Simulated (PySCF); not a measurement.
# S₂O₂: adding exact exchange

Base calculation in PySCF with density fitting and no spin–orbit coupling, PBE/def2-TZVP (no relativity): singlet, C2h, S–O 1.495 Å (×2), S–S 2.064 Å; O–S–S 110.7° (×2); wavenumbers 157, 181, 315, 546, 1095, 1117 cm⁻¹; dipole moment 0.00 D, gap between the highest occupied and lowest empty levels 1.76 eV, polar-tensor charge of S 0.53 e, atomisation energy (no zero-point energy) 1337 kJ/mol.

**Question.** What changes on going to PBE0/def2-TZVP (no relativity)?

**Answer.** The point group becomes C2v. Changes: mean bond to S -0.057 Å, smallest bond angle +4.8 degrees, highest wavenumber +118 cm⁻¹, lowest wavenumber -23 cm⁻¹, dipole moment +3.25 D, gap between the highest occupied and lowest empty levels +2.31 eV, polar-tensor charge of S +0.02 e, atomisation energy (no zero-point energy) -158 kJ/mol. The new structure has S–O 1.464 Å (×2), S–S 1.982 Å; O–S–S 115.5° (×2), with wavenumbers 134, 295, 492, 535, 1180, 1235 cm⁻¹.

The structures come from searches over a few start shapes, so lower isomers are not excluded.
